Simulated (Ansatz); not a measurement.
## Titanium, hcp: convergence with Methfessel-Paxton smearing

Computed with Ansatz, PBE, scalar-relativistic PAW, on the relaxed cell (a = 2.939 Å, c = 4.656 Å (c/a = 1.584); spin not included). Errors count from a run at 420 eV on a Γ-centred 20×20×11 mesh with Fermi-Dirac smearing of 0.1 eV, extrapolated to zero width. Fixed here: cutoff 420 eV, mesh 12×12×7. The SCF starts from atomic densities corrected by a trained network.

```json
{"width (eV)": "0.01", "E(σ→0) error (meV/atom)": "-0.7", "F error (meV/atom)": "-0.7", "P (GPa)": "-0.10", "SCF iterations": "5"}
{"width (eV)": "0.03", "E(σ→0) error (meV/atom)": "-0.8", "F error (meV/atom)": "-0.8", "P (GPa)": "-0.12", "SCF iterations": "5"}
{"width (eV)": "0.1", "E(σ→0) error (meV/atom)": "-1.0", "F error (meV/atom)": "-0.9", "P (GPa)": "-0.12", "SCF iterations": "5"}
{"width (eV)": "0.2", "E(σ→0) error (meV/atom)": "-0.7", "F error (meV/atom)": "-0.2", "P (GPa)": "-0.17", "SCF iterations": "5"}
{"width (eV)": "0.3", "E(σ→0) error (meV/atom)": "-0.3", "F error (meV/atom)": "1.4", "P (GPa)": "-0.22", "SCF iterations": "5"}
{"width (eV)": "0.6", "E(σ→0) error (meV/atom)": "5.8", "F error (meV/atom)": "15.3", "P (GPa)": "-0.44", "SCF iterations": "5"}
{"width (eV)": "1.0", "E(σ→0) error (meV/atom)": "29.0", "F error (meV/atom)": "36.4", "P (GPa)": "-0.22", "SCF iterations": "5"}
```
